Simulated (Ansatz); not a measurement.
Molecule (SMILES): C=O (CH2-O).
Atoms: O1, C2, H3, H4. Bonds: O1-C2, C2-H3, C2-H4.

Basis-set convergence of the optimised O1-C2 bond length at PBE with Ansatz (a quantum-chemistry and plane-wave program). All functions are spherical. The program fits the integrals of some runs and decomposes those of others, by size. Core-valence sets carry the plain set on hydrogen. No added dispersion term, no relativity. Reference: the value in def2-QZVPPD, 1.2077 Å, itself unsure by roughly 0.0003 Å (its mean distance from pcseg-3, def2-QZVPP, cc-pVQZ). Deviations are taken from unrounded values.

| basis | functions | optimised O1-C2 bond length (Å) | minus reference (Å) |
|---|---|---|---|
| pcseg-0 | 22 | 1.2442 | 0.0365 |
| cc-pVDZ | 38 | 1.2126 | 0.0049 |
| pcseg-1 | 38 | 1.2123 | 0.0045 |
| cc-pVTZ | 88 | 1.2081 | 0.0004 |
| pcseg-2 | 88 | 1.2084 | 0.0006 |
| cc-pCVTZ | 114 | 1.2077 | 0.0000 |
| cc-pVQZ | 170 | 1.2071 | -0.0006 |
| pcseg-3 | 186 | 1.2077 | -0.0001 |

The smallest set listed that lies within 0.01 Å of the reference with all its larger relatives (same family, alike in diffuse functions; a set with none counts only in the reference's own line) is cc-pVDZ (38 functions, 0.0049 Å off), level with pcseg-1. Inside, with no larger relative to test it: cc-pCVTZ.
